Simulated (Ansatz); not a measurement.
# H₄NOSi radical: a ladder of functionals and wavefunction methods

The task here is to estimate one member of a computed series from the others.

The runs use Ansatz 0.2.0, Gaussian basis; functionals in def2-TZVPP, the program's frozen cores in correlated methods.

Plan: LDA (SPW92), PBE-D4, revPBE-D4, BLYP-D4, r2SCAN-D4, B97M-V, PBE0-D4, B3LYP-D4, r2SCANh-D4, r2SCAN0-D4, HSE06-D4, BHLYP-D4, CAM-B3LYP-D4, LC-ωPBE, ωB97X-V, ωB97M-V, B2PLYP, PBE-QIDH; CCSD(T)/def2-SVP; CCSD(T)/def2-TZVPP; MP2/def2-QZVPP; extrapolation to the limit; RPA on PBE.

## The geometry

The geometry comes from an earlier relaxation with PBE0-D4 in a triple-zeta def2 set; it is a stationary point, not always the lowest conformer.

SMILES `N[SiH]O`, 7 atoms, charge 0, spin multiplicity 2.

Atoms are counted from 1 here; the program's logs count them from 0.

Bond lengths: N1–Si2 1.723 Å, N1–H4 1.008 Å, N1–H5 1.009 Å, Si2–O3 1.649 Å, Si2–H6 1.500 Å, O3–H7 0.961 Å. Angles: Si2–N1–H4 120.5°, Si2–N1–H5 118.7°, H4–N1–H5 110.8°, N1–Si2–O3 109.4°, N1–Si2–H6 104.3°, O3–Si2–H6 112.7°, Si2–O3–H7 115.8°.

The first run:

File in.yaml:

```yaml
crystal:
  periodic: [false, false, false]
  atoms:
    - {symbol: N, position_ang: [-0.694889, 0.548318, -0.575242]}
    - {symbol: Si, position_ang: [0.293118, 0.158989, 0.781342]}
    - {symbol: O, position_ang: [1.622856, -0.672361, 0.270319]}
    - {symbol: H, position_ang: [-0.355851, 1.168148, -1.294827]}
    - {symbol: H, position_ang: [-1.685753, 0.673208, -0.432928]}
    - {symbol: H, position_ang: [-0.599083, -0.661903, 1.664676]}
    - {symbol: H, position_ang: [1.480901, -1.282399, -0.459040]}
basis:
  gaussian: {orbitals: def2-TZVPP}
magnetization: {spin_polarized: true, initial_magnetization: 1}
hamiltonian: {xc: lda}
output: {orbitals: {seedname: orbitals}}
```

Steps of the session up to this table: LDA; PBE-D4 (GGA); revPBE-D4 (GGA); BLYP-D4 (GGA); r2SCAN-D4 (meta-GGA); B97M-V (meta-GGA); PBE0-D4 (hybrid); B3LYP-D4 (hybrid); r2SCANh-D4 (hybrid); r2SCAN0-D4 (hybrid); HSE06-D4 (hybrid); BHLYP-D4 (hybrid); CAM-B3LYP-D4 (range-separated); LC-ωPBE-D4 (range-separated; the results give it without D4); ωB97X-V (range-separated); ωB97M-V (range-separated); B2PLYP (double hybrid); PBE-QIDH (double hybrid).

One table of the session follows, with a row left open; its other results are not shown here.

It belongs to the step «Frontier levels by functional». 

| functional | HOMO (eV) | LUMO (eV) | gap (eV) |
| --- | --- | --- | --- |
| LDA (SPW92) | -4.19 | -2.95 | 1.24 |
| PBE-D4 | -4.24 | -2.53 | 1.71 |
| revPBE-D4 | -4.23 | -2.39 | 1.84 |
| BLYP-D4 | -4.07 | -2.61 | 1.46 |
| r2SCAN-D4 | -4.58 | -2.02 | 2.56 |
| B97M-V | -4.30 | -2.75 | 1.55 |
| PBE0-D4 | -5.43 | -1.59 | 3.84 |
| B3LYP-D4 | -5.17 | -2.04 | 3.13 |
| r2SCANh-D4 | ? | ? | ? |
| r2SCAN0-D4 | -5.68 | -1.28 | 4.40 |
| HSE06-D4 | -5.03 | -1.97 | 3.06 |
| BHLYP-D4 | -6.48 | -0.84 | 5.63 |
| CAM-B3LYP-D4 | -6.69 | -0.76 | 5.94 |
| LC-ωPBE | -8.12 | 0.74 | 8.85 |
| ωB97X-V | -7.61 | 0.13 | 7.74 |
| ωB97M-V | -7.22 | -0.04 | 7.18 |

**Question.** Estimate the row for r2SCANh-D4.

Worked estimate for «HOMO (eV)». Against the share of exact exchange, r2SCAN-D4 (0, -4.58), r2SCAN0-D4 (0.25, -5.68) give a slope of -4.40 per unit share; at 0.1 the line stands at -5.02.

The run gave: HOMO (eV): -5.02; LUMO (eV): -1.72; gap (eV): 3.30. In «HOMO (eV)» the line misses by 0.00.
